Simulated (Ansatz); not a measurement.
```yaml
crystal:
  periodic: [false, false, false]
  atoms:
    - {symbol: N, position_ang: [-1.045856, -0.731836, -0.572404]}
    - {symbol: C, position_ang: [-0.075713, -0.001158, -0.131099]}
    - {symbol: S, position_ang: [0.678983, -0.495834, 1.338886]}
    - {symbol: H, position_ang: [-1.342609, -0.366429, -1.480091]}
    - {symbol: H, position_ang: [0.346050, 0.886639, -0.614873]}
    - {symbol: H, position_ang: [1.522038, 0.585036, 1.395758]}
basis:
  gaussian: {orbitals: def2-TZVPP}
hamiltonian: {xc: {name: HF}}
correlation: {active_space: {window: {electrons: 3, orbitals: 2}}}
output: {forces: true}
```

```sh
$ ansatz run in.yaml --threads 4 --pin off --events-out ev --progress --plain --max-ram 10444MiB
```

How does Ansatz answer? (Estimate.)

The calculation gave: The run stopped with an error.
```
Functional definition: HF
860 factors; integrals over basis functions are off by at most 8.4e-4 eV
mean field evaluation 1: about -13374.4201 eV, gradient 3.4e1 eV
mean field evaluation 2: about -13374.4265 eV, gradient 3.4e1 eV
mean field evaluation 4: about -13377.4343 eV, gradient 3.5e0 eV
mean field evaluation 8: about -13377.5184 eV, gradient 2.5e-1 eV
mean field -13377.51892486 eV, -491.6147528807 hartree, gradient 9.7e-6 eV, S^2 0.000000; 0 other end points of the search recorded, 0 dependent functions left out
reference -13377.51892486 eV, -491.6147528807 hartree; 16, 16 occupied and 130, 130 virtual orbitals, 860 factors
Error: 3 electrons in 2 orbitals form no window around the highest filled level of the reference
```
